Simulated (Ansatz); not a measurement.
# ClSi: vertical and adiabatic energies of changing the electron count, by script

Wanted for ClSi: vertical and adiabatic energies of changing the electron count.

Program: Ansatz 0.2.0 through its Python package. Level of theory: PBE+D3(BJ)/cc-pVDZ. These are calculated values, not measurements.

## (1) Starting point

Bond lengths: Si1–Cl2 2.085 Å.

No structure file is read: the coordinates are typed or built in the script.

## (2) The script

clsi_adiabatic.py reads:

```python
"""Vertical and adiabatic ionisation of ClSi."""

from dataclasses import dataclass

import ansatz as az
import numpy as np


@dataclass
class RunConfig:
    basis: str = "cc-pVDZ"
    functional: str = "pbe"
    vdw: str = "d3bj"
    net_charge: int = 1


opts = RunConfig()

geometry_ang = [
    ("Si", [0.0, 0.0, 0.0]),
    ("Cl", [0.0, 0.0, 2.085]),
]
molecule = az.Crystal.molecule()
for symbol, xyz in geometry_ang:
    molecule = molecule.atom(symbol, xyz)

job = (
    molecule.calculation()
    .basis(gaussian=opts.basis)
    .functional(opts.functional, dispersion=opts.vdw)
    .spin("collinear", total=1)
)
symbols = [site.symbol for site in molecule.cartesian_sites]
start = np.array([site.position_ang for site in molecule.cartesian_sites], dtype=float)
summary = job.relax(force_tolerance=0.01).run().report
end = np.array(summary["positions_ang"])

minimum = az.Crystal.molecule()
for symbol, place in zip(symbols, end):
    minimum = minimum.atom(symbol, place.tolist())
ion = minimum.calculation()
ion = ion.basis(gaussian=opts.basis)
ion = ion.functional(opts.functional, dispersion=opts.vdw)
ion = ion.charge(opts.net_charge)
vertical = ion.run().report
settled = ion.relax(force_tolerance=0.01, max_steps=80).run().report
print(f"vertical ionisation energy   {vertical['free_energy_ev'] - summary['free_energy_ev']:.3f} eV")
print(f"adiabatic, no zero point     {settled['free_energy_ev'] - summary['free_energy_ev']:.3f} eV")
print(f"relaxation energy of the ion {vertical['free_energy_ev'] - settled['free_energy_ev']:.3f} eV")
ionised = np.array(settled["positions_ang"])
print("final positions (A) and the move of each atom")
for symbol, xyz, old in zip(symbols, ionised, end):
    print(f"{symbol:2s} {xyz[0]:10.5f} {xyz[1]:10.5f} {xyz[2]:10.5f}   {np.linalg.norm(xyz - old):7.4f}")
```

## (3) Launch

On the command line:

```console
python clsi_adiabatic.py
```

Q: Predict the main results. Wanted: vertical ionisation energy; adiabatic ionisation energy, no zero point.

The runs gave:

| quantity | value |
| --- | --- |
| vertical ionisation energy | 7.529 eV |
| adiabatic ionisation energy, no zero point | 7.404 eV |
| runs compared | 3 |

What this shows: The ionisation energy is a difference of two total energies at the neutral geometry; letting the ion relax lowers it by 0.12 eV. Run 1: After 2 moves the largest shift is 0.018 Å. Run 3: The relaxation took 3 moves; the largest shift is 0.057 Å. Reading the output:
- The energies are electronic: no zero-point or thermal terms, and the basis set is short of its limit. The product may relax into another structure. Each relaxation finds its nearest minimum, which needn't be the lowest.
- The run takes the species as open-shell (spin multiplicity 2), which needn't be its ground state.
- Only the spin states typed were run; another state of an ion can lie lower, by up to an eV or two.
- The spin state was assumed, and another may lie lower.
